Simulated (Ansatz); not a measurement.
in.yaml

```yaml
crystal:
  periodic: [false, false, false]
  atoms:
    - {symbol: Al, position_ang: [0.000000, 0.000000, 0.000000]}
    - {symbol: Al, position_ang: [0.000000, 0.000000, 3.031047]}
basis:
  gaussian: {orbitals: cc-pVDZ}
magnetization: {spin_polarized: false, initial_magnetization: 2}
correlation: {method: ccsd_t, electrons: outside_noble_gas}
output: {forces: true}
```

```sh
$ ansatz run in.yaml --threads 1 --pin off --events-out ev --progress --plain --max-ram 2176MiB
```

(1) Roughly how long does this take on 1 thread of Arm Neoverse V1, shared host, and how much host memory?

```
364 factors; integrals over basis functions are off by at most 1.1e-3 eV
mean field evaluation 1: about -13163.7366 eV, gradient 2.6e0 eV
mean field evaluation 2: about -13163.7641 eV, gradient 2.8e0 eV
mean field evaluation 4: about -13163.9389 eV, gradient 3.6e-1 eV
mean field evaluation 8: about -13163.9471 eV, gradient 7.8e-4 eV
mean field evaluation 16: about -13163.7366 eV, gradient 2.6e0 eV
mean field evaluation 32: about -13163.9471 eV, gradient 6.6e-6 eV
mean field evaluation 64: about -13163.9425 eV, gradient 2.1e-1 eV
mean field evaluation 96: about -13163.2640 eV, gradient 3.3e0 eV
mean field evaluation 128: about -13161.1452 eV, gradient 6.0e0 eV
mean field evaluation 160: about -13162.7678 eV, gradient 2.5e-3 eV
mean field evaluation 192: about -13162.1514 eV, gradient 1.1e-3 eV
mean field evaluation 224: about -13161.2251 eV, gradient 2.0e-3 eV
mean field evaluation 256: about -13163.3795 eV, gradient 1.5e-4 eV
mean field evaluation 288: about -13162.1513 eV, gradient 4.9e-2 eV
mean field evaluation 320: about -13161.2249 eV, gradient 5.8e-2 eV
mean field evaluation 352: about -13162.7678 eV, gradient 3.2e-3 eV
mean field evaluation 384: about -13161.2251 eV, gradient 1.3e-2 eV
mean field -13163.94709468 eV, -483.7661328857 hartree, gradient 2.6e-6 eV, S^2 2.000000; 17 other end points of the search recorded, 0 dependent functions left out
mean field evaluation 416: about -13164.0734 eV, gradient 1.4e-1 eV
mean field evaluation 448: about -13163.9065 eV, gradient 9.1e-1 eV
mean field evaluation 480: about -13163.6401 eV, gradient 6.1e-1 eV
determinant -13163.94709468 eV, -483.7661328857 hartree, with singles and doubles -13167.00476490 eV, -483.8785001937 hartree
determinant -13163.37950271 eV, -483.7452742655 hartree, with singles and doubles -13166.59181407 eV, -483.8633245305 hartree
determinant -13162.76776526 eV, -483.7227933287 hartree, with singles and doubles -13165.68710007 eV, -483.8300769045 hartree
determinant -13162.15140128 eV, -483.7001423705 hartree, with singles and doubles -13165.43483383 eV, -483.8208062908 hartree
determinant -13161.62359036 eV, -483.6807456769 hartree, with singles and doubles -13165.19076963 eV, -483.8118370970 hartree
determinant -13161.22507791 eV, -483.6661006145 hartree, with singles and doubles -13164.22805945 eV, -483.7764581507 hartree
determinant -13163.94709468 eV, -483.7661328857 hartree, with singles and doubles -13167.00420945 eV, -483.8784797812 hartree
determinant -13163.37950271 eV, -483.7452742655 hartree, with singles and doubles -13166.59137077 eV, -483.8633082397 hartree
10 core orbitals not correlated: weight in the atoms' cores, before any rotation towards them, 1.000 or more for the frozen orbitals, at most 0.000 for the correlated occupied ones
reference -13163.94709468 eV, -483.7661328857 hartree; 4, 2 occupied and 22, 24 virtual orbitals, 364 factors
second order -2.17942311 eV of doubles, -0.05869652 eV of singles
cycle   1  -3.05711767 eV  change   -2.9e-6 eV  update   2.1e-6
cycle   2  -3.05711981 eV  change   -2.1e-6 eV  update   1.2e-6
cycle   3  -3.05711976 eV  change    4.4e-8 eV  update   3.7e-7
cycle   4  -3.05711954 eV  change    2.3e-7 eV  update   1.4e-7
perturbative correction -0.12872541 eV, -0.0047305717 hartree
the calculation of the forces begins
Total energy: -13167.13293963 eV, -483.8832105282 hartree
Atom 0 at     0.000000     0.000000     0.000000 Å, force    -0.000000     0.000000     0.659148 eV/Å
Atom 1 at     0.000000     0.000000     3.031047 Å, force    -0.000000     0.000000    -0.659148 eV/Å
Dipole moment:     0.000000    -0.000000     0.000000 e Å
```

Forces (eV/Å):
```
Al   0.000  0.000  0.659
Al   0.000  0.000 -0.659
```

For the same geometry and basis full CI lies 57.6 meV lower.

Results:

(1) 2.9 s wall and 0.1 GiB.
